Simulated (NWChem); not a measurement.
# hydrogen chloride (HCl); SMILES Cl

```xyz
2

Cl     0.0000     0.0000     0.0717
H      0.0000     0.0000    -1.2069
```
Atoms are numbered in this order, from 1.

Program: NWChem. Geometry: optimised at PBE0-D3(BJ)/def2-TZVP. GIAO values for the isolated, static molecule; σ is the absolute isotropic shielding.

Q: Taking Hartree-Fock/pcSseg-3 as the yardstick, which of these has the fewest basis functions while keeping “σ H2 (ppm)” within 0.2 ppm of it: Hartree-Fock/pcSseg-1; Hartree-Fock/pcSseg-0; Hartree-Fock/pcSseg-2?

A: Hartree-Fock/pcSseg-2.
| level | basis functions | σ H2 (ppm) |
|---|---|---|
| Hartree-Fock/pcSseg-0 | 15 | 32.46 |
| Hartree-Fock/pcSseg-1 | 29 | 30.05 |
| Hartree-Fock/pcSseg-2 | 57 | 30.20 |
| Hartree-Fock/pcSseg-3 | 109 | 30.28 |

The yardstick is one finite set, not the basis-set limit.
